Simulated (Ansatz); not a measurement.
# AlFH2: the cost of one run

Program: Ansatz 0.2.0. Level of theory: RKS PBE0/def2-SVP. These are calculated values, not measurements.

**1. The system as given**

Bond lengths: Al1–F2 1.890 Å, Al1–H3 1.760 Å, Al1–H4 1.560 Å. Angles: F2–Al1–H3 40.8°, F2–Al1–H4 160.4°, H3–Al1–H4 158.9°.

Structure file:

```xyz
4

Al    0.0000    0.0000    0.0000
F     1.2241    0.0000    1.4400
H     1.7390    0.0000    0.2708
H    -1.3510    0.0000   -0.7800
```

**2. Pulling towards end A**

Springs on the bonds that form and break draw the guess towards this end; the thresholds are loose.

File input.yaml:

```yaml
crystal:
  periodic: [false, false, false]
  atoms:
    - { symbol: Al, position_ang: [0.0, 0.0, 0.0] }
    - { symbol: F, position_ang: [1.2241, 0.0, 1.44] }
    - { symbol: H, position_ang: [1.739, 0.0, 0.2708] }
    - { symbol: H, position_ang: [-1.351, 0.0, -0.78] }
basis:
  gaussian: { orbitals: def2-SVP }
hamiltonian:
  xc: pbe0
relax:
  f_tol: 0.15
  max_steps: 25
  restrain:
    - { distance: [1, 2], at: 2.12, k: 30.0 }
    - { distance: [0, 1], at: 1.69, k: 30.0 }
    - { distance: [0, 2], at: 1.56, k: 30.0 }
```

Launch:

```sh
> ansatz run input.yaml --threads 1 --pin off --max-ram 2048MiB --backend cpu --events-out ev --progress --plain --runs-dir out
```

**Question.** How long does this run take on 1 thread of Intel Xeon at 2.60GHz (Ice Lake), shared host, and how much memory does it need?

About 3.9 s, with a peak of 0.12 GiB.
